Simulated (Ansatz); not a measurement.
Interaction energy ladder

The pair of H$_{3}$O⁺ (SMILES [OH3+], atoms 1–4) and CH$_{4}$ (SMILES C, atoms 5–9), both closed shells, in one local arrangement (a lower one may exist), relaxed at PBE0-D4/def2-TZVP:

```tsv
atom	x (Å)	y (Å)	z (Å)
O1	0.2945	0.0618	-1.6061
H2	-0.2629	0.7374	-2.0330
H3	0.1819	-0.8152	-2.0155
H4	0.2095	0.0490	-0.5920
C5	-0.0971	-0.0103	1.2131
H6	-1.1419	-0.2901	1.0833
H7	0.1114	0.9958	0.8244
H8	0.5863	-0.7882	0.8460
H9	0.1182	0.0599	2.2797
```

Program: Ansatz 0.2.0. Basis: def2-TZVPPD, with def2-QZVPPD for the basis limit. Cores are frozen in the correlated methods. B3LYP uses VWN-RPA correlation. Extrapolation: Hartree–Fock as exp(−7.88 √X), correlation as X^−2.97. Interaction energies count from these two fragments, frozen as in the pair, with the counterpoise correction; negative means bound.

Problem. What is the interaction energy by CCSD(T) at an estimated basis limit (MP2 extrapolated from triple and quadruple zeta, plus CCSD(T) − MP2 in triple zeta)? (To be estimated.)

Solution. The calculation gives: -11.31 kcal/mol. Hartree–Fock alone gives -6.98 kcal/mol at the basis limit. It counts from the two fragments frozen as in the pair.

The same quantity by other methods in triple zeta, and each one's difference from that estimate:
```csv
method,E_int (kcal/mol),difference
PBE-D4,-13.72,-2.41
revPBE-D4,-12.24,-0.93
BLYP-D4,-11.98,-0.66
r2SCAN-D4,-13.05,-1.74
B97M-V,-11.76,-0.45
PBE0-D4,-12.96,-1.64
B3LYP-D4,-11.87,-0.56
HSE06-D4,-12.96,-1.65
wB97X-V,-11.69,-0.38
wB97M-V,-11.81,-0.50
B2PLYP,-11.06,0.25
HF,-6.93,4.39
MP2,-10.93,0.38
CCSD,-10.09,1.22
CCSD(T),-10.69,0.62
```
Differences are method less estimate.

Energy to bend the free fragments (PBE0-D4 minima) into their shapes in the pair, CCSD(T)/def2-TZVPPD: H$_{3}$O⁺ 0.88 kcal/mol; CH$_{4}$ 1.16 kcal/mol. This must be added to the interaction energy to get the binding energy from relaxed fragments.

Basis-set superposition shift (counterpoise-corrected less uncorrected): CCSD(T) 0.56; MP2 0.56; HF 0.05; PBE0-D4 0.06; wB97M-V 0.07 kcal/mol.

The T1 diagnostic stays at or below 0.008.

For scale, one of the runs: CCSD(T)/def2-TZVPPD, 196 basis functions, launched by `ansatz run in.yaml --threads 2 --pin off --events-out ev --progress --plain --max-ram 5222MiB`. Hardware: 2 CPU threads of an Intel Xeon 6975P-C, shared host. Wall time 15 s; peak host memory 2.5 GiB.
